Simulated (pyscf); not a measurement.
Single points on ωB97X-D3(BJ)/def2-SVP structures (PySCF, gas phase). Correlated levels are frozen-core, on RHF or UHF. ΔMP2 is the change of the MP2 total energy from the triple- to the quadruple-zeta basis.

Task: For the elementary gas-phase step Be [singlet] + HCl -> HBe–Cl (singlet surface; Cl–H broken, Be–Cl, Be–H formed), what barrier and reaction energy does CCSD(T)/def2-TZVPP + ΔMP2(QZVPP) give, measured from the separated reactants?

Result: ΔE‡ = 23.7 kcal/mol, ΔE = -77.8 kcal/mol. Zero-point energy shifts the barrier by -2.0 kcal/mol. It is an insertion, with an imaginary mode of 1513i cm⁻¹. A restricted solution here is unstable towards spin polarisation, so biradical character is likely and single-reference numbers are less safe. The CCSD(T) − MP2 part came from Ansatz, without density fitting, on the same reference.
